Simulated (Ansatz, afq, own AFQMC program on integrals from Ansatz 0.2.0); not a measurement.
Integrals from Ansatz 0.2.0, then the random walk in our own AFQMC program (afq).

```yaml
crystal:
  periodic: [false, false, false]
  atoms:
    - {symbol: Al, position_ang: [0.000000, 0.000000, 0.000000]}
    - {symbol: N, position_ang: [0.000000, 0.000000, 1.604000]}
basis:
  gaussian: {orbitals: 6-31G}
magnetization: {spin_polarized: true, initial_magnetization: 2}
correlation: {method: ccsd_t, electrons: outside_noble_gas, hamiltonian_folder: ham}
```

```sh
$ ansatz run in.yaml --threads 1 --pin off --events-out ev --progress --plain --max-ram 24576MiB --backend cuda --devices 0, --max-vram 18GiB
```

Options of the walk:

```
--method free --trial cisd --walkers 4000 --time-step 0.03 --max-blocks 4000 --target-error 0.00034 --factor-cut 1e-05 --seed 596 --times 0,0.3,0.6,1.2,1.8,2.4,3.6,4.8,6 --taylor-order 8
```

Times are imaginary, in 1/Eh. The walk had a cap of 61 s.

Log:

```
orbitals 16  electrons 5 3  factors 90 of 273
reference energy -296.19357037 Eh
CCSD correlation -0.11770084 Eh in 15 cycles, weight of the determinant in the CISD state 0.7974
repeat  energy at the last time / Eh  error
    10  -296.316598  0.000236
    20  -296.316626  0.000139
    30  -296.316603  0.000107
time / (1/Eh)  energy / Eh  error  mean overlap
  0.00  -296.311331  0.000048  1.2546
  0.30  -296.313449  0.000059  1.2549
  0.60  -296.314528  0.000054  1.2553
  1.20  -296.315483  0.000057  1.2590
  1.80  -296.315896  0.000057  1.2612
  2.40  -296.316132  0.000069  1.2645
  3.60  -296.317291  0.000974  1.2698
  4.80  -296.316405  0.000091  1.2772
  6.00  -296.316605  0.000104  1.2754
energy -296.316605 +/- 0.000104 Eh
```

The run failed at least one of its tests; the cautions name the faults.

Against this walk (error 2.8 meV) on the same determinant: CCSD(T) 52.0 meV higher, CCSDT(Q) 8.0 meV lower, CCSDTQ 4.8 meV lower (within the noise), full CI 5.8 meV lower. The error is statistical, and a free projection of finite length keeps a remainder of its start. The last points scatter (meV from the last: 19.3 ± 1.6 at 1.80, 12.9 ± 1.9 at 2.40, -19 ± 26 at 3.60, 5.5 ± 2.5 at 4.80, 0 ± 3 at 6.00); the last is the one printed as the energy, and the gaps above move with that scatter. The determinant is a poor start (see the cautions), so the low cluster orders aren't to be relied on, and full CI is the sure value.

Cautions: remainder of the start not in the error; start not forgotten; phase noise grows fast; lower spins were not checked; the determinant is a saddle point among determinants of its kind; strong correlation (T1 0.082, weight of the determinant 0.80, largest double 0.11).

The walk took 13 s on 1 × NVIDIA H100 80GB HBM3 with 2 threads of AMD EPYC 7R13 Processor (Zen 3), on a shared host (the card was shared). The log's last line is the free-projection energy.

CCSDT and higher add their correlation energy to the determinant of the CCSD(T) run, since their own runs factorise the integrals more tightly (a shift of under 2 meV). A walk keeps the symmetry of its determinant, which the program's search chose and which needn't be the lowest solution, so a lower state of the same spin and another symmetry isn't excluded.
